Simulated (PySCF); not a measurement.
monofluorosilane, FH3Si, SMILES F[SiH3], point group C3v.

Level: PBE0/pcSseg-2 in PySCF (density fitting, grid level 2); geometry and Hessian at that level, cubic constants and property derivatives from steps of ±0.6 along each species' dimensionless normal coordinates, second-order vibrational perturbation theory. The parent has the commonest isotopes.

Equilibrium geometry (Å):

```
atom        x        y        z
  F1   1.5225   0.0225   0.3522
 Si2  -0.0305   0.0019  -0.0230
  H3  -0.3724   1.2859  -0.6770
  H4  -0.2748  -1.1308  -0.9454
  H5  -0.8104  -0.1681   1.2245
```

An isotope shift is δ(isotopologue) − δ(parent), that is, the negative of the change in the averaged GIAO shielding; n counts bonds from the nearest label (0: the labelled atom itself). These are computed values; those of heavy atoms are rounded to 5 ppb, about the numerical noise.

(1) What isotope shifts arise with ²H at 3?

(2) What isotope shifts arise with ²H at 3, ²H at 4, ²H at 5?

Results:

(1) 
```csv
nucleus,n,0 K (ppb),100 K (ppb)
H3,0,-75,-74
Si2,1,-195,-195
F1,2,-395,-395
H4,2,-12,-12
H5,2,-12,-12
```

(2) 
| nucleus | n | 0 K (ppb) | 100 K (ppb) |
| --- | --- | --- | --- |
| H3 | 0 | -101 | -101 |
| H4 | 0 | -101 | -101 |
| H5 | 0 | -101 | -101 |
| Si2 | 1 | -560 | -565 |
| F1 | 2 | -1180 | -1180 |
